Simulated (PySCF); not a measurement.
PySCF input (TPSSh/def2-TZVPD):

```python
from pyscf import gto, scf, dft

mol = gto.M(
    atom='''
    N    -0.00830295   -0.00857741    1.41153999
    C     0.00810884    0.00837688   -1.37854107
    C    -0.00946765    1.13487320    0.72647824
    C     0.00100216   -1.14361852    0.71269428
    C     0.00942122   -1.18916620   -0.67673701
    C    -0.00154475    1.19730303   -0.66229982
    H     0.01447612    0.01495463   -2.46100794
    H    -0.01710307    2.04593336    1.31559467
    H     0.00177208   -2.06177112    1.29074470
    H     0.01679961   -2.14109152   -1.19083558
    H    -0.00294306    2.15540611   -1.16484348
    ''',
    basis='def2-tzvpd',
    charge=0,
    spin=0,
    verbose=4,
)

mf = dft.RKS(mol, xc='tpssh').density_fit(auxbasis='def2-universal-jkfit')
mf.grids.level = 3
mf.conv_tol = 1e-9
mf.max_cycle = 100
mf.max_memory = 1500
mf.kernel()
if not mf.converged:
    mf = mf.newton()
    mf.kernel(mf.make_rdm1())
mf.analyze()
```

Output:

```
PySCF version 2.14.0

[INPUT] verbose = 4
[INPUT] num. atoms = 11
[INPUT] num. electrons = 42
[INPUT] charge = 0
[INPUT] spin (= nelec alpha-beta = 2S) = 0
[INPUT] symmetry False subgroup None
[INPUT] Mole.unit = angstrom
[INPUT] Symbol           X                Y                Z      unit          X                Y                Z       unit  Magmom
[INPUT]  1 N     -0.008302950000  -0.008577410000   1.411539990000 AA   -0.015690301526  -0.016208955758   2.667423994971 Bohr   0.0
[INPUT]  2 C      0.008108840000   0.008376880000  -1.378541070000 AA    0.015323486788   0.015830008978  -2.605065073765 Bohr   0.0
[INPUT]  3 C     -0.009467650000   1.134873200000   0.726478240000 AA   -0.017891265543   2.144599534109   1.372844909056 Bohr   0.0
[INPUT]  4 C      0.001002160000  -1.143618520000   0.712694280000 AA    0.001893807933  -2.161125793780   1.346796999744 Bohr   0.0
[INPUT]  5 C      0.009421220000  -1.189166200000  -0.676737010000 AA    0.017803525559  -2.247198434590  -1.278847607257 Bohr   0.0
[INPUT]  6 C     -0.001544750000   1.197303030000  -0.662299820000 AA   -0.002919154431   2.262574814812  -1.251565272149 Bohr   0.0
[INPUT]  7 H      0.014476120000   0.014954630000  -2.461007940000 AA    0.027355902146   0.028260154994  -4.650630996980 Bohr   0.0
[INPUT]  8 H     -0.017103070000   2.045933360000   1.315594670000 AA   -0.032320118189   3.866253719511   2.486113617238 Bohr   0.0
[INPUT]  9 H      0.001772080000  -2.061771120000   1.290744700000 AA    0.003348745871  -3.896182748338   2.439153979734 Bohr   0.0
[INPUT] 10 H      0.016799610000  -2.141091520000  -1.190835580000 AA    0.031746661900  -4.046076580429  -2.250353105588 Bohr   0.0
[INPUT] 11 H     -0.002943060000   2.155406110000  -1.164843480000 AA   -0.005561577368   4.073127235114  -2.201235155185 Bohr   0.0

nuclear repulsion = 206.750989785005
number of shells = 103
number of NR pGTOs = 367
number of NR cGTOs = 267
basis = def2-tzvpd
ecp = {}

******** <class 'pyscf.df.df_jk.DFRKS'> ********
method = DFRKS
initial guess = minao
damping factor = 0
level_shift factor = 0
DIIS = <class 'pyscf.scf.diis.CDIIS'>
diis_start_cycle = 1
diis_space = 8
diis_damp = 0
SCF conv_tol = 1e-09
SCF conv_tol_grad = None
SCF max_cycles = 100
direct_scf = False
XC library pyscf.dft.libxc version 7.1.2
    S. Lehtola, C. Steigemann, M. J. T. Oliveira, and M. A. L. Marques,  SoftwareX 7, 1–5 (2018)
XC functionals = tpssh
    V. N. Staroverov, G. E. Scuseria, J. Tao, and J. P. Perdew,  J. Chem. Phys. 119, 12129 (2003)
radial grids:
    Treutler-Ahlrichs [JCP 102, 346 (1995); DOI:10.1063/1.469408] (M4) radial grids

becke partition: Becke, JCP 88, 2547 (1988); DOI:10.1063/1.454033
pruning grids: <function nwchem_prune>
grids dens level: 3
symmetrized grids: False
atomic radii adjust function: <function treutler_atomic_radii_adjust>
small_rho_cutoff = 0
Set gradient conv threshold to 3.16228e-05
Initial guess from minao.
tot grids = 133536
******** <class 'pyscf.df.df.DF'> ********
auxbasis = def2-universal-jkfit
[...]
cycle= 10 E= -248.39186245843  delta_E= -1.16e-10  |g|= 2.42e-06  |ddm|= 6.23e-05
  HOMO = -0.24256319274673  LUMO = -0.0474495203025419  gap/eV = 5.30931
Extra cycle  E= -248.39186245843  delta_E= -3.41e-13  |g|= 2.09e-06  |ddm|= 1.43e-05
converged SCF energy = -248.39186245843
**** SCF Summaries ****
Total Energy =                        -248.391862458430126
Nuclear Repulsion Energy =             206.750989785005061
One-electron Energy =                 -743.174404419494181
Two-electron Energy =                  288.031552176058995
Two-electron Coulomb Energy =          324.007293088919937
DFT Exchange-Correlation Energy =      -35.975740912860921
HOMO-LUMO gap [eV] =                     5.309313458658650
**** MO energy ****
MO #1   energy= -14.2467074799085  occ= 2
MO #2   energy= -10.148409608277   occ= 2
MO #3   energy= -10.1484040294216  occ= 2
MO #4   energy= -10.1360546994499  occ= 2
MO #5   energy= -10.1263424653578  occ= 2
MO #6   energy= -10.1263255687963  occ= 2
MO #7   energy= -0.923615016055678 occ= 2
MO #8   energy= -0.789062503021285 occ= 2
MO #9   energy= -0.74617658707426  occ= 2
MO #10  energy= -0.615036011019084 occ= 2
MO #11  energy= -0.613854585779427 occ= 2
MO #12  energy= -0.516586245028535 occ= 2
MO #13  energy= -0.464251499777978 occ= 2
MO #14  energy= -0.458910377697453 occ= 2
MO #15  energy= -0.415671780484175 occ= 2
MO #16  energy= -0.390675350905198 occ= 2
MO #17  energy= -0.389520680760446 occ= 2
MO #18  energy= -0.351309671736388 occ= 2
MO #19  energy= -0.283590082274731 occ= 2
MO #20  energy= -0.259444853280699 occ= 2
MO #21  energy= -0.24256319274673  occ= 2
MO #22  energy= -0.0474495203025419 occ= 0
MO #23  energy= -0.0337070631836795 occ= 0
MO #24  energy= 0.00552266949495335 occ= 0
MO #25  energy= 0.0273127014081468 occ= 0
MO #26  energy= 0.0343879275443159 occ= 0
MO #27  energy= 0.0562984416039723 occ= 0
MO #28  energy= 0.0594228424466091 occ= 0
MO #29  energy= 0.0712265790779734 occ= 0
MO #30  energy= 0.109771292911141  occ= 0
MO #31  energy= 0.114824781503038  occ= 0
MO #32  energy= 0.114856633224696  occ= 0
MO #33  energy= 0.134526230666099  occ= 0
MO #34  energy= 0.135415514128809  occ= 0
MO #35  energy= 0.137135609355198  occ= 0
MO #36  energy= 0.149304003531314  occ= 0
MO #37  energy= 0.150281926096158  occ= 0
MO #38  energy= 0.182726943189659  occ= 0
MO #39  energy= 0.188670062729981  occ= 0
MO #40  energy= 0.190376144554479  occ= 0
MO #41  energy= 0.202328143547234  occ= 0
MO #42  energy= 0.207585463157284  occ= 0
MO #43  energy= 0.209407586097243  occ= 0
MO #44  energy= 0.216018420557622  occ= 0
MO #45  energy= 0.224856691092358  occ= 0
MO #46  energy= 0.228068482504542  occ= 0
MO #47  energy= 0.235201521258141  occ= 0
MO #48  energy= 0.255248701633469  occ= 0
MO #49  energy= 0.264565518477881  occ= 0
MO #50  energy= 0.265772682772097  occ= 0
MO #51  energy= 0.271477069285928  occ= 0
MO #52  energy= 0.282074149618525  occ= 0
MO #53  energy= 0.291716091361138  occ= 0
MO #54  energy= 0.293566532904066  occ= 0
MO #55  energy= 0.300111435987719  occ= 0
MO #56  energy= 0.311601301648297  occ= 0
MO #57  energy= 0.328169731045151  occ= 0
MO #58  energy= 0.34217478437321   occ= 0
MO #59  energy= 0.342715973232885  occ= 0
MO #60  energy= 0.345547301520464  occ= 0
MO #61  energy= 0.355146409901629  occ= 0
MO #62  energy= 0.356972225588405  occ= 0
MO #63  energy= 0.364852307208324  occ= 0
MO #64  energy= 0.366921515189924  occ= 0
MO #65  energy= 0.369504589092124  occ= 0
MO #66  energy= 0.372793279975371  occ= 0
MO #67  energy= 0.376849176179439  occ= 0
MO #68  energy= 0.382306887570206  occ= 0
MO #69  energy= 0.405924709247937  occ= 0
MO #70  energy= 0.429201474166117  occ= 0
MO #71  energy= 0.446691015394457  occ= 0
MO #72  energy= 0.463468587743461  occ= 0
MO #73  energy= 0.468253197289973  occ= 0
MO #74  energy= 0.474569720071805  occ= 0
MO #75  energy= 0.476196689966474  occ= 0
MO #76  energy= 0.490042327429939  occ= 0
MO #77  energy= 0.495420369085051  occ= 0
MO #78  energy= 0.502976713921246  occ= 0
MO #79  energy= 0.508052509365436  occ= 0
MO #80  energy= 0.512580667014172  occ= 0
MO #81  energy= 0.514712611862991  occ= 0
MO #82  energy= 0.528145024609703  occ= 0
MO #83  energy= 0.540067760574279  occ= 0
MO #84  energy= 0.558577001893062  occ= 0
MO #85  energy= 0.56308864940279   occ= 0
MO #86  energy= 0.565103687629296  occ= 0
MO #87  energy= 0.571011765436719  occ= 0
MO #88  energy= 0.584508914269459  occ= 0
MO #89  energy= 0.588660673289315  occ= 0
MO #90  energy= 0.627373037823858  occ= 0
MO #91  energy= 0.636450694295507  occ= 0
MO #92  energy= 0.639962432284404  occ= 0
MO #93  energy= 0.65462932562221   occ= 0
MO #94  energy= 0.663402221083082  occ= 0
MO #95  energy= 0.678771139258707  occ= 0
MO #96  energy= 0.681683090234256  occ= 0
MO #97  energy= 0.689176908596872  occ= 0
MO #98  energy= 0.690649813650941  occ= 0
MO #99  energy= 0.702530367565638  occ= 0
MO #100 energy= 0.707723878497184  occ= 0
MO #101 energy= 0.715809269071483  occ= 0
MO #102 energy= 0.719505039396002  occ= 0
MO #103 energy= 0.740353954450429  occ= 0
MO #104 energy= 0.742388379210682  occ= 0
MO #105 energy= 0.762455438867891  occ= 0
MO #106 energy= 0.769052468643928  occ= 0
MO #107 energy= 0.790549329426171  occ= 0
[...]
```
